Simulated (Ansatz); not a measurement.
The input, for Ansatz 0.2.0:

```yaml
crystal:
  periodic: [false, false, false]
  atoms:
    - {symbol: Al, position_ang: [-0.019637, -0.018560, 1.971969]}
    - {symbol: C, position_ang: [-0.020470, 0.154921, -0.001623]}
    - {symbol: P, position_ang: [0.027494, -0.083296, -1.648655]}
    - {symbol: H, position_ang: [-0.075283, 1.210436, -2.105499]}
basis:
  gaussian: {orbitals: cc-pVDZ}
magnetization: {spin_polarized: false, initial_magnetization: 1}
correlation: {active_space: {ras: {orbitals: [6, 1, 37], electrons: 13, max_holes: 2, max_particles: 2}, fixed_orbitals: true}}
scf: {lower_state_search: light}
```

```sh
$ ansatz run in.yaml --threads 1 --pin off --events-out ev --progress --plain --max-ram 2393MiB
```

Task: Roughly how long does this take on 1 thread of AMD EPYC 9R45, shared host, and how much host memory?

Result: 4.3 s wall and 0.15 GiB.

```
551 factors; integrals over basis functions are off by at most 1.2e-3 eV
mean field evaluation 1: about -16896.5770 eV, gradient 1.8e1 eV
mean field evaluation 2: about -16896.5822 eV, gradient 1.8e1 eV
mean field evaluation 4: about -16898.2666 eV, gradient 3.0e0 eV
mean field evaluation 8: about -16898.4001 eV, gradient 1.1e-1 eV
mean field evaluation 16: about -16896.8236 eV, gradient 2.4e0 eV
mean field evaluation 32: about -16896.9571 eV, gradient 7.2e0 eV
mean field -16898.40021477 eV, -621.0047537457 hartree, gradient 2.3e-6 eV, S^2 0.750000; 5 other end points of the search recorded, 0 dependent functions left out
reference -16898.40021477 eV, -621.0047537457 hartree; 18, 17 occupied and 37, 38 virtual orbitals, 551 factors
state -16905.80580145 eV, -621.2769040365 hartree
Total energy: -16905.80580145 eV, -621.2769040365 hartree
```

Natural occupations: 1.9796 1.9700 1.9640 1.9564 1.9430 1.9336 0.9943 0.0565 0.0252 0.0232 0.0225 0.0193 0.0177 0.0100 0.0093 0.0084 0.0083 0.0067 0.0063 0.0054 0.0053 0.0044 0.0039 0.0033.
